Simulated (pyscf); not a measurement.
Substitution at N: `[NH2][SiH3]` + `[NH2]` [doublet] → `[NH2][NH][SiH3]` + `[H]` [doublet]

Gas phase, doublet surface, charge 0. Bonds broken: N1–H3. Bonds formed: N1–N8. Structures and frequencies: ωB97X-D3(BJ)/def2-SVP in PySCF.

Transition state (Å):

```xyz
10

N     -0.2405     0.6302     0.4113
Si    -0.3872    -0.9888    -0.3715
H      0.8946     0.8339    -0.3829
H     -0.8103     1.3053    -0.1030
H     -0.6119    -0.9075    -1.8411
H      0.8538    -1.7448    -0.0576
H     -1.5561    -1.6762     0.2508
N     -1.0289     0.6377     1.8536
H     -0.6591     1.4964     2.2732
H     -0.5365    -0.0981     2.3715
```

One imaginary mode, 1403i cm⁻¹; descent along it reached the two sides named.

| bond | change | reactant side (Å) | saddle | product side |
|---|---|---|---|---|
| N1–H3 | breaks | 1.013 | 1.400 | 3.1 |
| N1–N8 | forms | 3.1 | 1.644 | 1.406 |

Electronic energies relative to the separated reactants (kcal/mol):

| level | barrier | reaction energy | reverse barrier |
|---|---|---|---|
| ωB97X-D3(BJ)/def2-TZVP | 55.9 | +39.4 | 16.5 |
| PBE/def2-TZVP | 42.0 | +36.5 | 5.4 |
| r²SCAN/def2-TZVP | 49.2 | +43.6 | 5.6 |
| B3LYP-D3(BJ)/def2-TZVP | 51.6 | +42.7 | 8.9 |
| PBE0-D3(BJ)/def2-TZVP | 50.4 | +38.4 | 12.0 |
| M06-2X/def2-TZVP | 54.7 | +38.5 | 16.2 |
| ωB97M-D3(BJ)/def2-TZVP | 55.3 | +40.6 | 14.7 |
| HF/def2-TZVP | 85.6 | +51.3 | 34.3 |

With ωB97M-D3(BJ)/def2-TZVP energies and thermal terms (ideal gas, 1 atm, RRHO with modes under 100 cm⁻¹ raised to 100, one conformer, R ln 2 for chiral ones without a mode under 150 cm⁻¹), in kcal/mol:

```tsv
T (K)	ΔH‡	ΔG‡	ΔH	ΔG
298	54.7	65.5	+39.8	+42.9
600	54.5	76.7	+40.3	+45.9
900	55.1	87.6	+41.3	+48.5
1200	55.9	98.4	+42.4	+50.8
```

The same reactants have a lower exit, to H₂N–SiH₂• + NH₃ (barrier +4.3 kcal/mol at ωB97M-D3(BJ)/def2-TZVP, against +55.3 kcal/mol here). H₂N–NH–SiH₃ lies 57.4 kcal/mol over its isomer H₂N–SiH₂–NH₂ (electronic energy, ωB97M-D3(BJ)/def2-TZVP). This is the saddle that the search found; another between the same sides may lie lower. The angle at the attacked N is 152°.
